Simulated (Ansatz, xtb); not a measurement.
Isomers of C3H3FN2 in order of energy

3 gas-phase structures of C3H3FN2, from a drawn sample of its isomers (lower ones may exist). Each was relaxed with GFN2-xTB:

A. `Fc1cc[nH]n1`, a singlet
B. `Fc1ccn[nH]1`, a singlet
C. `Fc1cn[nH]c1`, a singlet

**Question.** Make a reasoned guess at their ranking by r2SCAN-D4/def2-SVP single-point energy.

**Answer.** Calculated order at r2SCAN-D4/def2-SVP: A (0.0), B (3.8), C (6.0) kcal/mol.

Energies above the lowest of each column, in kcal/mol; the last columns are at B3LYP/def2-SVP geometries:

| structure | GFN2-xTB | HF/STO-3G | r2SCAN-D4/def2-SVP | B3LYP/def2-SVP | CCSD(T)/def2-SVP + ΔMP2/def2-TZVPP |
| --- | --- | --- | --- | --- | --- |
| A | 0.0 | 0.0 | 0.0 | 0.0 | 0.0 |
| B | 1.2 | 0.5 | 3.8 | 3.5 | 3.6 |
| C | 2.4 | 3.4 | 6.0 | 5.5 | 5.7 |

Every level run on A puts it lowest or level with the lowest. ΔMP2 is the change of the MP2 energy from the smaller to the larger basis.

Programs: Ansatz 0.2.0, xtb 6.7.1.
